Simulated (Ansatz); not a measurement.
**SiHS radical: single points off equilibrium**

An exercise on one series of results from a longer session: the logs are not shown, and one member is left open.

Computed with Ansatz 0.2.0, Gaussian basis. Level: single points in def2-TZVPP.

Correlated methods freeze the cores. Orbitals are unrestricted.

## The system as given

SMILES `[SiH]=S`, 3 atoms, charge 0, spin multiplicity 2.

Atoms are counted from 1 here; the program's logs count them from 0.

Bond lengths: Si1–S2 1.868 Å, Si1–H3 1.429 Å. Angles: S2–Si1–H3 121.3°.

Geometry (Å):

```
Si   -0.3766    0.0053   -0.4065
S     0.3076    1.5252    0.4371
H     0.2192   -1.2795   -0.2185
```

The first run:

run/in.yaml reads:

```yaml
crystal:
  periodic: [false, false, false]
  atoms:
    - {symbol: Si, position_ang: [-0.376600, 0.005300, -0.406500]}
    - {symbol: S, position_ang: [0.307600, 1.525200, 0.437100]}
    - {symbol: H, position_ang: [0.219200, -1.279500, -0.218500]}
basis:
  gaussian: {orbitals: def2-TZVPP}
magnetization: {spin_polarized: true, initial_magnetization: 1}
correlation: {method: ccsd_t}
scf: {omitted_lower_state_checks: [cluster_reference]}
output: {forces: true}
```

No record of the launch command was kept for these runs.

Among the steps run: CCSD(T)/def2-TZVPP; PBE0-D4/def2-TZVPP; wB97M-V/def2-TZVPP; r2SCAN-D4/def2-TZVPP; PBE-D4/def2-TZVPP; B97M-V/def2-TZVPP; CAM-B3LYP-D4/def2-TZVPP.

One of the session's tables, all rows but one given; the rest of the session is left out.

```
      method  RMS force component (eV/Å)  angle to CCSD(T) forces (°)  dipole (D)
     CCSD(T)                       1.534                    reference        1.87
     PBE0-D4                       1.351                          6.3        2.01
     wB97M-V                           ?                            ?           ?
   r2SCAN-D4                       1.405                          4.6        1.94
      PBE-D4                       1.607                          4.5        1.74
      B97M-V                       1.343                          6.0        1.89
CAM-B3LYP-D4                       1.243                          6.3        2.11
```

Estimate the missing values for wB97M-V.

As computed: RMS force component (eV/Å): 1.291; angle to CCSD(T) forces (°): 5.8; dipole (D): 2.09. In the column «RMS force component (eV/Å)» it lies between CAM-B3LYP-D4 (1.243) and B97M-V (1.343).
